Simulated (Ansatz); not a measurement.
Litharge PbO was calculated with PBEsol in Ansatz (plane waves, PAW).

Rigid layers of the crystal as relaxed at this level are moved apart or together:

```tsv
run	k mesh	layer repeat (Å)	energy against free layers (meV/Å²)	gap on the mesh (eV)
1	8×8×8	4.72	-8.24	0.921
2	8×8×8	4.87	-9.63	1.042
3	8×8×8	5.02	-10.21	1.176
4	8×8×8	5.22	-10.09	1.368
5	8×8×6	5.52	-8.81	1.659
6	8×8×6	6.02	-5.81	1.787
7	8×8×6	7.02	-1.67	1.898
8	8×8×4	9.02	-0.09	2.336
```

The lowest energy of these points lies at a layer repeat of 5.02 Å.

Spin–orbit coupling is not included.

Note: the cell comes from a level without a dispersion term, which matters for the spacing of layers, chains or molecules.

Ansatz is a first-principles code.
